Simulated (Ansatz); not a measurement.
# Al₂P (sextet): from Hartree-Fock to the top rungs, def2-TZVPP

An exercise on one series of results from a longer session: the logs are not shown, and one member is left open.

Method: def2-TZVPP, core rule «outside noble gas», up to 15 orbitals frozen; program: Ansatz 0.2.0, Gaussian basis.

The runs, in order: UHF; ROHF; CCSD(T) on UHF.

**The system**

The geometry is a PBE0/def2-TZVP stationary point (not a proven minimum) of the parent state, kept for this charge and spin.

3 atoms, charge 0, spin multiplicity 6.

Atoms are counted from 1 here; the program's logs count them from 0.

Bond lengths: Al1–P2 2.259 Å, Al1–Al3 2.665 Å, P2–Al3 2.259 Å. Angles: P2–Al1–Al3 53.9°, Al1–P2–Al3 72.3°, Al1–Al3–P2 53.9°.

The first run:

The input, in.yaml:

```yaml
crystal:
  periodic: [false, false, false]
  atoms:
    - {symbol: Al, position_ang: [0.000000, -0.665301, -1.332700]}
    - {symbol: P, position_ang: [0.000000, 1.159099, 0.000000]}
    - {symbol: Al, position_ang: [0.000000, -0.665301, 1.332700]}
basis:
  gaussian: {orbitals: def2-TZVPP}
magnetization: {spin_polarized: true, initial_magnetization: 5}
hamiltonian: {xc: hf}
output: {orbitals: {seedname: orbitals}}
```

Started as:

```bash
$ ansatz run in.yaml --threads 1 --pin off --events-out ev --progress --plain --max-ram 4096MiB --backend cpu
```

Among the steps run: UHF; ROHF; CCSD(T) on UHF.

One table of the session follows, with a row left open; its other results are not shown here.

It belongs to the step «Misses and costs». 

```
  method  from UCCSD(T) (meV)
    ROHF                    ?
     UHF              +6856.4
    UMP2              +1290.6
   UCCSD               +458.5
UCCSD(T)                    0
```

**Question.** Estimate the row for ROHF.

As computed: from UCCSD(T) (meV): +7034.3. In the column «from UCCSD(T) (meV)» it is the highest.

Limits of these values: Warnings: coupled cluster took another determinant than the lowest.
